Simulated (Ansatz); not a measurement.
**Si–NH2⁺, triplet: reading a ladder of total energies**

Geometry: that of the Si–NH2, doublet, kept fixed. The singlet lies 3.3 eV lower here.

```tsv
atom	x (Å)	y (Å)	z (Å)
Si	0.0000	0.0000	0.6455
N	0.0000	0.0000	-1.0599
H	0.0000	0.8350	-1.6290
H	0.0000	-0.8350	-1.6290
```

Basis cc-pVDZ; Ansatz 0.2.0. Correlated methods freeze the noble-gas cores, which leaves 10 electrons in 36 orbitals. R marks a restricted (for open shells ROHF) determinant, U an unrestricted one.

Full CI isn't at hand for all of this; UCCSDT(Q) serves as the reference, and is uncertain by about the last step of the cluster series.

Runs differ by some tens of microhartree through their thresholds and, for an open shell, their frozen cores, so steps under 0.03 kcal/mol mean nothing.

| level | total energy (hartree) |
| --- | --- |
| UHF | -344.185164 |
| UMP2 | -344.398983 |
| UCCSD | -344.416878 |
| UCCSD(T) | -344.424791 |
| UCCSDT | -344.425759 |
| UCCSDT(Q) | -344.426618 |

Task: What is the correlation energy at UCCSDT(Q), and what share of it do UMP2 and UCCSDT recover?

Result: E(corr) = -344.426618 − (-344.185164) = -0.241454 hartree = -6.570 eV. UMP2: -0.213819 / -0.241454 = 88.55 %. UCCSDT: -0.240595 / -0.241454 = 99.64 %.

Task: By how many kcal/mol does UCCSD(T) miss UCCSDT(Q) (1 hartree = 627.509 kcal/mol), and which steps make up the rest?

Result: -344.424791 − (-344.426618) = 0.001827 hartree = 1.15 kcal/mol. Steps: UCCSDT − UCCSD(T) = -0.61, UCCSDT(Q) − UCCSDT = -0.54 kcal/mol. Differences between like states or geometries often cancel part of this.
